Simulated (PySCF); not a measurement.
**SiB−: from the state search to spectroscopic constants**

An exercise on one series of results from a longer session: the logs are not shown, and one member is left open.

The runs use PySCF 2.14.0; Si def2-SVPD, B def2-SVPD, no relativity.

3 further runs of the same task are left out: 3 set aside as unsound or not needed.

Set-up of the first run:

A driver script around PySCF takes these settings:

| Quantity | Value |
| --- | --- |
| atoms | Si, B |
| charge | -1 |
| basis | Si def2-SVPD, B def2-SVPD |
| Hamiltonian | no relativity |
| basis functions | 44 |
| electrons treated | 20 |
| masses in u | 27.9769, 11.0093 |
| levels | PBE0, PBE, r²SCAN, B3LYP, B97-3, BLYP, HF, MP2, SCS-MP2, CCSD, CCSD(T) |
| grid | 80 radial by 434 angular points |
| occupations | held fixed by the projection of orbital angular momentum |
| dissociation limit | Si− + B, each in its ground configuration |
| starting distance in angstrom | 2.030 |
| values of 2S to try | 0, 2, 4 |

Started as:

```sh
$ OMP_NUM_THREADS=1 python dia.py task.json out
```

Steps of the session up to this table: Input; PBE0 along the bond; PBE (GGA); r²SCAN; B3LYP (global hybrid GGA); B97-3 (global hybrid GGA); BLYP (GGA); ROHF; MP2 and coupled cluster.

One of the session's tables, all rows but one given; the rest of the session is left out.

It belongs to the step «The curves together». Energy (eV) from each level's lowest point:

```
R (Å)   ROHF  ROHF-MP2  ROHF-SCS-MP2  ROHF-CCSD  ROHF-CCSD(T)
1.599  0.913     1.133         1.127        n/a           n/a
1.673  0.362     0.528         0.524      0.518         0.566
1.748  0.079     0.181         0.179      0.173         0.203
1.803  0.000     0.049         0.048      0.044         0.059
1.859  0.010     0.000         0.000      0.000         0.000
1.915  0.088     0.016         0.017      0.023         0.007
1.989  0.271     0.112         0.115      0.130         0.092
2.082      ?         ?             ?          ?             ?
2.194  1.005     0.604         0.596      0.673         0.578
2.342  1.548     1.183         1.139        n/a           n/a
```

Estimate the missing values for R (Å) = 2.082.

Worked estimate for «ROHF». A straight line through the neighbours (1.989, 0.271) and (2.194, 1.005) gives 0.271 + (1.005 − 0.271) × (2.082 − 1.989) / (2.194 − 1.989) = 0.604; a parabola fitted to 4 rows on both sides gives 0.598.

**Answer.** ROHF: 0.581; ROHF-MP2: 0.312; ROHF-SCS-MP2: 0.318; ROHF-CCSD: 0.350; ROHF-CCSD(T): 0.283. In «ROHF» the line misses by +0.023 and the parabola by +0.017.
